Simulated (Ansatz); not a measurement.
Process, species as SMILES: ClC(Cl)Cl + 2 C (CH4) → 3 CCl (CH3Cl)

Quantity: bond separation energy (enthalpy at 298 K), in kcal/mol. Set-up: non-relativistic; valence correlation only; spin-orbit terms left out; six Cartesian d functions in 6-31G* and its kin unless marked 5d; LANL2DZ with its own core potentials from Na on; 6-311+G** with 5d, 6d on Na to Ar in Ansatz (an electronic-structure program); no dispersion term unless named. CBS marks a two-point X^-3 extrapolation of the correlation energy; Hartree-Fock from the larger set. Ab initio and DFT rows: single points at B3LYP-D3(BJ) geometries (Ansatz), with unscaled harmonic terms from B3LYP/6-31G* (Ansatz) at its own minima.

Measured values: Active Thermochemical Tables 1.112 (ions: stationary electron), as tabulated in the package chemicals; they hold spin-orbit and core effects, anharmonicity. 

Value to compare with, the measured value: 1.1 kcal/mol.

```csv
level,program,bond separation energy (enthalpy at 298 K) (kcal/mol),error
B3LYP/STO-3G,Ansatz,-4.8,-5.9
B3LYP/3-21G,Ansatz,-6.9,-8.0
B3LYP/LANL2DZ,Ansatz,-6.1,-7.2
B3LYP/6-31G,Ansatz,-8.2,-9.3
B3LYP/6-31G*,Ansatz,-4.4,-5.5
B3LYP/6-31+G*,Ansatz,-4.0,-5.1
B3LYP/6-31G**,Ansatz,-4.1,-5.2
B3LYP/def2-SVP,Ansatz,0.9,-0.2
B3LYP/cc-pVDZ,Ansatz,-2.1,-3.2
B3LYP/6-311+G**,Ansatz,-3.0,-4.1
B3LYP/def2-TZVPD,Ansatz,-2.2,-3.3
"CCSD(T)/CBS(cc-pV(T+d)Z,cc-pV(Q+d)Z)",Ansatz,-0.4,-1.5
```

Among the 10 habitual levels, B3LYP/6-31G lies farthest from the measured value (-9.3 kcal/mol) and B3LYP/def2-SVP nearest (-0.2); 0 of 10 lie above it, and their mean absolute error is 5.4 kcal/mol, the median 5.3. One case shows no general order.

The sets are all those run for this method; left out are runs that failed, that the program found above a lower state of the same kind, or whose <S^2> lies over 0.5 above the pure value.
